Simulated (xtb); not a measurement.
CH$_{5}$O, charge +2, doublet, at a GFN2-xTB geometry of the parent state (a state made from the parent by changing its charge; the spin is typed, not shown lowest); GFN0-xTB (xtb).

xtb was given this input:
```
$ xtb mol.xyz --gfn 0 --chrg 2 --uhf 1 --json

# file mol.xyz
7

C     -0.01927668     0.75112854     0.00090995
O     -0.01945091    -0.71002909     0.07309383
H     -1.05393514     1.08479565     0.06211764
H      0.89956319    -1.05604335     0.06619891
H      0.52546643     1.12435414     0.86667889
H      0.43988827     1.11244731    -0.91822338
H     -0.53971541    -1.09209225    -0.66698245
```

The log (banner, timings and long lists left out):

```
   ID    Z sym.   atoms
    1    6 C      1
    2    8 O      2
    3    1 H      3-7

           -------------------------------------------------
          |                Calculation Setup                |
           -------------------------------------------------

           -------------------------------------------------
          |                 G F N 0 - x T B                 |
           -------------------------------------------------

          ...................................................
          :                      SETUP                      :
          :.................................................:
          :  # basis functions                  18          :
          :  # atomic orbitals                  18          :
          :  # shells                           14          :
          :  # electrons                        13          :
          :  electronic temp.          300.0000000     K    :
          :  accuracy                    1.0000000          :
          :  -> integral cutoff          0.2500000E+02      :
          :  -> integral neglect         0.1000000E-07      :
          ...................................................

         :::::::::::::::::::::::::::::::::::::::::::::::::::::
         ::                     SUMMARY                     ::
         :::::::::::::::::::::::::::::::::::::::::::::::::::::
         :: total energy              -4.241160188599 Eh    ::
         :: gradient norm              0.092485592041 Eh/a0 ::
         :: HOMO-LUMO gap              5.864342075868 eV    ::
         ::.................................................::
         :: H0 energy                 -7.459872670337 Eh    ::
         :: repulsion energy           0.090915081515 Eh    ::
         :: electrostat energy         3.137692962691 Eh    ::
         :: -> Gsolv                   0.000000000000 Eh    ::
         ::    -> Gsasa                0.000000000000 Eh    ::
         ::    -> Gshift               0.000000000000 Eh    ::
         :: dispersion energy         -0.000353134601 Eh    ::
         :: short-range corr.         -0.009542427867 Eh    ::
         :: add. restraining           0.000000000000 Eh    ::
         :: total charge               2.000000000000 e     ::
         :::::::::::::::::::::::::::::::::::::::::::::::::::::

           -------------------------------------------------
          |                Property Printout                |
[...]
        14                          0.1908490               5.1933
        15                          0.2219770               6.0403
        16                          0.2731249               7.4321
        17                          0.2744865               7.4692
        18                          0.3444918               9.3741
      -------------------------------------------------------------
                  HL-Gap            0.2155106 Eh            5.8643 eV
             Fermi-level            0.0000000 Eh            0.0000 eV

     #   Z          covCN         q      C6AA      α(0)
     1   6 C        3.617    -0.360    32.076     8.255
     2   8 O        2.448    -0.260    18.120     5.762
     3   1 H        0.925     0.521     0.309     0.869
     4   1 H        0.803     0.546     0.288     0.844
     5   1 H        0.925     0.521     0.309     0.869
     6   1 H        0.925     0.486     0.348     0.923
     7   1 H        0.803     0.546     0.288     0.844

 Mol. C6AA /au·bohr⁶  :        160.418779
 Mol. C8AA /au·bohr⁸  :       3494.043449
 Mol. α(0) /au        :         18.365039

Wiberg/Mayer (AO) data.
largest (>0.10) Wiberg bond orders for each atom

 ---------------------------------------------------------------------------
     #   Z sym  total        # sym  WBO       # sym  WBO       # sym  WBO
 ---------------------------------------------------------------------------
     1   6 C    3.915 --     2 O    1.049     3 H    0.977     5 H    0.977
                             6 H    0.908
     2   8 O    3.079 --     1 C    1.049     4 H    0.967     7 H    0.967
     3   1 H    0.991 --     1 C    0.977
     4   1 H    0.974 --     2 O    0.967
     5   1 H    0.991 --     1 C    0.977
     6   1 H    0.982 --     1 C    0.908
     7   1 H    0.974 --     2 O    0.967
 ---------------------------------------------------------------------------

Topologies differ in total number of bonds
Writing topology from bond orders to xtbtopo.mol

 dipole moment from electron density (au)
     X       Y       Z
   0.1791  -2.1247  -0.2472  total (Debye):    5.456

           -------------------------------------------------
          | TOTAL ENERGY               -4.241160188599 Eh   |
          | GRADIENT NORM               0.092485592041 Eh/α |
          | HOMO-LUMO GAP               5.864342075868 eV   |
           -------------------------------------------------

normal termination of xtb
```
